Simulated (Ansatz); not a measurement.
Basis-set extrapolation for `C#N` (PBE0-D4/def2-TZVP geometry, frozen core, Ansatz). Multiplicity 1, RHF reference.

|  | def2-TZVPP | def2-QZVPP |
| --- | --- | --- |
| HF | -92.912558 | -92.916343 |
| MP2 correlation | -0.342493 | -0.365100 |
| CCSD(T) correlation | -0.364758 | -0.384894 |

Energies in hartree. Use E(X) = E(∞) + A·exp(−7.88·√X) for Hartree–Fock and E(X) = E(∞) + B·X^(−2.97) for correlation, with X = 3 and 4.

**Question.** What is the CCSD(T) energy at the basis-set limit?

**Answer.** HF limit: -92.916343 + (-0.003785) × 0.13774 = -92.91686. Correlation limit: -0.384894 + (-0.020136) × 0.74074 = -0.39981. Total: -93.31667 hartree, 1.07 eV below CCSD(T)/def2-TZVPP.
